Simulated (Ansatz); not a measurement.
**ClHOSi (SMILES O[Si]Cl): a rigid scan of the dihedral angle H4–O1–Si2–Cl3**

How does the energy rise as the dihedral angle H4–O1–Si2–Cl3 leaves its equilibrium value, and do density functionals follow CCSD(T)? No other atom is relaxed.

The runs use Ansatz 0.2.0, Gaussian basis; single points in def2-TZVPP.

Levels: PBE-D4, r2SCAN-D4, PBE0-D4, B3LYP-D4, wB97M-V, Hartree-Fock, MP2, CCSD, CCSD(T). The scan takes 20.5, 60.5, 100.5, 140.5, -179.5, -139.5, -99.5, -59.5, -19.5°.

Cores are frozen in the correlated methods. B3LYP uses VWN-RPA correlation.

28 further runs of the same task are left out: 28 set aside as unsound or not needed.

## (1) The starting structure

The minimum, relaxed at PBE0-D4: SMILES `O[Si]Cl`, 4 atoms, charge 0, spin multiplicity 1.

Atoms are counted from 1 here; the program's logs count them from 0.

Bond lengths: O1–Si2 1.637 Å, O1–H4 0.963 Å, Si2–Cl3 2.110 Å. Angles: Si2–O1–H4 120.4°, O1–Si2–Cl3 101.3°.

Geometry (Å):

```xyz
4
charge 0, multiplicity 1
O    -0.9118    0.4502   -0.3087
Si   -0.4342   -0.7897    0.6470
Cl    1.6623   -0.7010    0.4214
H    -0.2608    0.9804   -0.7800
```

Energies of the minimum (eV), from earlier single points: PBE-D4 -22455.85294, r2SCAN-D4 -22464.40008, PBE0-D4 -22457.42404, B3LYP-D4 -22468.11682, wB97M-V -22465.49753, CCSD(T) -22438.11348.

At the minimum the dihedral angle H4–O1–Si2–Cl3 is 0.0°.

## (2) H4–O1–Si2–Cl3 = 20.5°

ccsdt-tzvpp/in.yaml reads:

```yaml
crystal:
  periodic: [false, false, false]
  atoms:
    - {symbol: O, position_ang: [-0.911755, 0.450160, -0.308684]}
    - {symbol: Si, position_ang: [-0.434209, -0.789716, 0.647025]}
    - {symbol: Cl, position_ang: [1.578588, -0.274137, 1.016965]}
    - {symbol: H, position_ang: [-0.260807, 0.980362, -0.779997]}
basis:
  gaussian: {orbitals: def2-TZVPP}
correlation: {method: ccsd_t}
```

The command line of these runs was not kept.

Further steps of the session: H4–O1–Si2–Cl3 = 60.5°; H4–O1–Si2–Cl3 = 100.5°; H4–O1–Si2–Cl3 = 140.5°; H4–O1–Si2–Cl3 = -179.5°; H4–O1–Si2–Cl3 = -139.5°; H4–O1–Si2–Cl3 = -99.5°; H4–O1–Si2–Cl3 = -59.5°; H4–O1–Si2–Cl3 = -19.5°.

Before running it: what results should come out? Wanted: highest point, CCSD(T); lowest point, CCSD(T); RMS deviation from CCSD(T); largest T1 diagnostic.

As calculated:

| quantity | value |
| --- | --- |
| highest point, CCSD(T) | 33.7 kJ/mol at -99.5° |
| lowest point, CCSD(T) | 0.0 kJ/mol at 0.0° |
| RMS deviation from CCSD(T) | PBE-D4 0.3, r2SCAN-D4 0.4, PBE0-D4 0.3, B3LYP-D4 0.6, wB97M-V 0.5, Hartree-Fock 0.8, MP2 0.8, CCSD 0.1 kJ/mol |
| largest T1 diagnostic | 0.014 |

**Reading.** Over the points sampled the torsion costs at most 33.7 kJ/mol, a hindered rotation that is fast at room temperature. A rigid scan overstates barriers, since nothing else may give way. CCSD follows the CCSD(T) curve best and Hartree-Fock worst. The restricted Hartree–Fock reference is unstable towards an unrestricted one at one or more of these structures.
